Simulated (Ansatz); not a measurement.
**B2+ (doublet): RPA-PBE over a scan of the distance B1–B2, cc-pVTZ**

Aim: run B2+ (doublet) with these functionals over a scan of the distance B1–B2, and hold them against the top wave-function level at the same points.

The runs use Ansatz 0.2.0, Gaussian basis; cc-pVTZ, all electrons in the functionals, frozen cores in the correlation of double hybrids and RPA.

Plan: RPA-PBE, at 1.338 Å; 1.563 Å; 1.704 Å; 1.832 Å; 2.057 Å; 2.350 Å; 2.663 Å; 3.089 Å; 3.796 Å; 4.621 Å; 5.909 Å.

16 further runs of the same task are left out: 13 that didn't finish, 3 set aside as unsound or not needed. Runs told in other sessions of the task aren't counted.

**1. The geometry**

The geometry derives from a PBE0/def2-TZVP stationary point (not a proven minimum). One bond is set to the value named and the two fragments are kept rigid.

2 atoms, charge 1, spin multiplicity 2.

Atoms are counted from 1 here; the program's logs count them from 0.

Bond lengths: B1–B2 1.704 Å.

No dispersion term is added.

The geometry shown and the zero of energy belong to the point 1.704 Å. The yardstick, FCI, and other wave-function levels (R restricted, U unrestricted, valence and pair active spaces) come from earlier runs.

**2. RPA-PBE, 1.338 Å**

Input file in.yaml:

```yaml
crystal:
  periodic: [false, false, false]
  atoms:
    - {symbol: B, position_ang: [0.000000, 0.000000, 0.000000]}
    - {symbol: B, position_ang: [0.000000, 0.000000, 1.338000]}
basis:
  gaussian: {orbitals: cc-pVTZ}
total_charge: 1
magnetization: {spin_polarized: true, initial_magnetization: 1}
hamiltonian: {xc: {name: PBE}}
correlation: {method: rpa, electrons: outside_noble_gas}
```

Command:

```bash
ansatz run in.yaml --threads 1 --pin off --events-out ev --progress --plain --max-ram 2393MiB
```

The runs that follow: RPA-PBE, 1.563 Å; RPA-PBE, 1.704 Å; RPA-PBE, 1.832 Å; RPA-PBE, 2.057 Å; RPA-PBE, 2.350 Å; RPA-PBE, 2.663 Å; RPA-PBE, 3.089 Å; RPA-PBE, 3.796 Å; RPA-PBE, 4.621 Å; RPA-PBE, 5.909 Å.

Before running them: what should the planned runs give, taken together? Wanted: span of the FCI curve; largest miss, RPA-PBE.

As calculated:

| quantity | value |
| --- | --- |
| span of the FCI curve | 2.597 eV |
| largest miss, RPA-PBE | -2.192 eV (5.909 Å) |

What this shows: RPA-PBE strays by up to 2.192 eV, at 5.909 Å. RPA-PBE clearly breaks the spin symmetry at some points (⟨S²⟩ up to 0.97 above the pure value), so energy there is bought with a mixed spin. Functionals and the yardstick converge differently with the basis, so part of each miss in cc-pVTZ is the basis.
